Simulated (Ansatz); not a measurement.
Cost and result up the ladder for MgMe(NH2) (CH₅MgN) (8 atoms). Charge 0, multiplicity 1. Geometry: B3LYP-D4/def2-TZVP.

Cartesian coordinates in Å:
```
Mg -0.028 -0.046 -0.328
C 0.159 0.250 1.728
H 1.174 0.037 2.076
H -0.521 -0.396 2.290
H -0.071 1.283 2.007
N -0.202 -0.318 -2.196
H -0.434 -1.186 -2.658
H -0.078 0.376 -2.920
```

Ansatz on 4 threads of Arm Neoverse V2 on a shared host. Times are rough, and most runs start from the orbitals of an earlier one. ωB97M-V/def2-TZVP serves as the yardstick here, not as an exact answer. Differences are given only for rows in sets of like size (and for xTB, whose basis is part of the method), since another set adds its own error. Binding counts from free atoms at the same level (Mg singlet, C triplet, H doublet, N quartet; other spins of the atoms weren't run), without zero-point energy or a counterpoise term.

B3LYP takes the VWN-RPA correlation. Correlated methods freeze 3 core orbitals; core or outer-core shells of Mg are correlated, in sets that lack core-valence functions.

Correlated methods converge slowly with the basis.

| level | functions | wall time |
| --- | --- | --- |
| HF/6-31G | 41 | 0.1 s |
| B3LYP-D4/6-31G | 41 | 0.3 s |
| MP2/def2-TZVP | 124 | 0.35 s |
| LDA (SPW92)/def2-TZVP | 124 | 0.4 s |
| PBE-D4/def2-SVP | 71 | 0.4 s |
| PBE0-D4/def2-SVP | 71 | 0.4 s |
| revPBE-D4/def2-TZVP | 124 | 0.55 s |
| PBE-D4/def2-TZVPD | 154 | 0.7 s |
| PBE0-D4/def2-TZVPD | 154 | 0.85 s |
| PBE0-D4/def2-TZVP (with forces) | 124 | 1 s |
| r2SCAN-D4/def2-TZVPD | 154 | 1.4 s |
| ωB97M-V/def2-TZVP | 124 | 2.2 s |
| CCSD(T)/def2-TZVPD | 154 | 12 s |
| CCSD(T)/def2-TZVPP | 164 | 14 s |

Question: Estimate what each level gives for the binding energy per atom (eV).

Answer: 
```csv
level,binding energy per atom (eV),difference from ωB97M-V/def2-TZVP (eV)
HF/6-31G,2.18,–
B3LYP-D4/6-31G,3.18,–
MP2/def2-TZVP,3.15,-0.11
LDA (SPW92)/def2-TZVP,3.69,0.42
PBE-D4/def2-SVP,3.31,–
PBE0-D4/def2-SVP,3.26,–
revPBE-D4/def2-TZVP,3.24,-0.03
PBE-D4/def2-TZVPD,3.32,0.05
PBE0-D4/def2-TZVPD,3.26,-0.01
PBE0-D4/def2-TZVP (with forces),3.25,-0.01
r2SCAN-D4/def2-TZVPD,3.27,0.01
ωB97M-V/def2-TZVP,3.26,0.00
CCSD(T)/def2-TZVPD,3.15,-0.12
CCSD(T)/def2-TZVPP,3.18,-0.08
```
